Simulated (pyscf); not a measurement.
Structures and frequencies: ωB97X-D3(BJ)/def2-SVP in PySCF. MP2 and CC: frozen core, UHF for open shells. ΔMP2 is the change of the MP2 total energy from the triple- to the quadruple-zeta basis.

Q: How much does it cost (ΔH, 298 K, CCSD(T)/def2-TZVPP + ΔMP2(QZVPP)) to split HC≡C–CH(F)–F at its C–C bond into •C≡CH + F–CH•–F?

A: C–C to •C≡CH + F–CH•–F: 5.33 eV. The radicals are drawn with the spin at the cut bond; how far it spreads was not checked. The CCSD(T) − MP2 part came from Ansatz, without density fitting, on the same reference. An open-shell T1 diagnostic exceeds 0.045. A UHF reference is spin-contaminated (<S²> up to 1.15), which harms MP2 most. C₂H has a Π state close over its Σ ground state, and the state reached was not checked.
